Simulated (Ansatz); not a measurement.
Compare A (`C=C1C=NC1C`) with its isomer B (`Cc1ccc[nH]1`).

Gas-phase electronic energies from Ansatz, PBE0-D4/def2-TZVP geometries. CCSD(T)/CBS is the MP2 limit (def2-TZVPP, def2-QZVPP) plus CCSD(T) − MP2 in def2-TZVPP, frozen cores. Functionals use def2-TZVPP. B3LYP here is the variant with VWN-RPA as its local correlation; programs differ in this.

(1) Which isomer does CCSD(T)/CBS put lower? Give the gap. (An estimate is asked.)

(2) Give E(B) − E(A) in kJ/mol with CCSD(T)/def2-TZVPP, B3LYP-D4, MP2/def2-TZVPP, HF/def2-TZVPP, CCSD(T)/def2-SVP, LDA (SPW92), r2SCAN-D4. (Estimate.)

(3) Does the order hold for the free energy at 298.15 K (harmonic terms from PBE0-D4)? (Best estimate.)

Largest T1 diagnostic: 0.012.

Answers

(1) Ansatz gave: B, by 184.7 kJ/mol.

(2) Computed: CCSD(T)/def2-TZVPP -178.4, B3LYP-D4 -192.8, MP2/def2-TZVPP -205.6, HF/def2-TZVPP -175.9, CCSD(T)/def2-SVP -182.4, LDA (SPW92) -229.5, r2SCAN-D4 -202.2. None reverses the order clearly.

(3) Computed: Yes: G(B) − G(A) = -178.1 kJ/mol.

From BLYP to BHLYP (50 % exact exchange), in def2-TZVPP and without D4, E(B) − E(A) moves by −16.1 kJ/mol. Leaving LDA and LC-ωPBE aside and taking each functional with its dispersion term where it has one, the values, not all of them listed here, spread over 25.3 kJ/mol, from r2SCAN0-D4 to BLYP-D4. LDA lies −35.4 kJ/mol from PBE without D4.
